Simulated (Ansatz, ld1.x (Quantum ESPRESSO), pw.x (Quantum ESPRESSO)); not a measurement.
# Pd (Z = 46): one change to the PAW potential, in the atom and in the diamond crystal

```json
{"Element": "palladium (Pd)", "Generator": "ld1.x (Quantum ESPRESSO) 7.5", "Type": "PAW", "Functional": "LDA (PW92)", "Relativity": "scalar-relativistic", "Frozen core": "[Kr]", "Valence charge": "10", "Reference configuration": "4d9.5 5s0 5p0 (charge +0.5)", "Partial waves": "5s (bound, empty): rcut 1.85, rcutus 2.50 bohr; 5s channel at 2.8 Ry: rcut 1.85, rcutus 2.50 bohr; 5p (bound, empty): rcut 3.05, rcutus 3.20 bohr; 5p channel at 0.45 Ry: rcut 3.05, rcutus 3.20 bohr; 4d (bound): rcut 1.65, rcutus 2.05 bohr; 4d channel at 3.55 Ry: rcut 1.65, rcutus 2.05 bohr", "Local potential": "all-electron potential smoothed inside 2.60 bohr (lloc = -1)", "Core correction": "Bessel-smoothed model core, default radius (core density twice the valence density)", "Augmentation charge": "BESSEL, radius 1.80 bohr"}
```

Change: local potential all-electron potential smoothed inside 2.36 bohr (lloc = -1).

Cutoffs, loose and tight: the cutoffs (Ry, on a coarse ladder) from which the occupation-weighted sum of valence levels, in a spherical-Bessel basis at the reference potential, stays within 10 and 1 mRy of its value at 400 Ry. They do not see the model core or the augmentation charge, which bear on the density cutoff. Test errors are all-electron minus pseudo excitation energies from the reference, over the configurations 4d10 5s0 5p0; 4d9 5s0 5p0; 4d8 5s0 5p0; 4d6 5s0 5p0; 4d8 5s1 5p0; 4d9 5s1 5p0; 4d7 5s0 5p0 (two spin-polarised tests are not counted in the largest error); variants that change the core or the reference have their own tests.

Crystal test: diamond Pd in pw.x 7.5, no spin, 8³ k-points, Fermi–Dirac smearing 0.01 Ry, cutoffs set for each file from its atomic test. The reference is all-electron LAPW (Ansatz 0.2.0) with the same functional, mesh and smearing; V0 and B0 come from Birch–Murnaghan fits to the pressures at five volumes. Errors are pseudo minus all-electron; Δ is the rms difference of the E(V) curves that follow from these fits, minima aligned, over ±6 % about the mean V0. Mesh and smearing are coarse, so the numbers serve the comparison and aren't converged zero-temperature values; the lattice is a test structure that the element need not adopt.

All-electron: a0 = 5.621 Å (V0 = 22.19 Å³/atom), B0 = 96.8 GPa.

Does the change bring the crystal closer to the all-electron result?

The mean pressure error goes from +0.56 to -0.15 GPa, so the change moves the solid closer to the all-electron pressures. At 80 % of its cutoff the pressure of the changed file moves by -0.49 GPa.

```tsv
quantity	base	changed
outcome (atom)	generated	generated
cutoff, loose (atom)	25 Ry	25 Ry
cutoff, tight (atom)	40 Ry	40 Ry
bound ghosts (atom)	none	none
largest test error (meV) (atom)	-1274	-1277
cutoffs in pw.x (Ry)	50/400	50/400
a0 (Å)	5.631	5.618
a0 error (%)	+0.19	-0.05
B0 error (%)	-0.9	-0.3
Δ (meV/atom)	2.7	0.7
mean pressure error (GPa)	+0.56	-0.15
```

Base: The largest radius (3.20 bohr) exceeds half the bond length (2.30 bohr), so the spheres overlap, which is one possible source of error among others. Changed file: The largest radius (3.20 bohr) exceeds half the bond length (2.30 bohr), so the spheres overlap, which is one possible source of error among others. The atomic cutoffs weigh occupied waves only.
